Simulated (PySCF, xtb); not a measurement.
acetylene (C2H2), SMILES C#C.

Harmonic wavenumbers (cm⁻¹) from GFN2-xTB (xtb) at its own minimum, in rising order: 492, 492, 849, 849, 2155, 3352, 3428.

Task: What does PySCF with ωB97X-D3(BJ)/def2-TZVPD give at its own minimum? (Estimate from the structure and the level; the computed values follow.)

Result: 703, 703, 784, 784, 2100, 3422, 3525. Paired by order, the mean absolute difference is 111 cm⁻¹ and the zero-point energies are 16.6 and 17.2 kcal/mol.
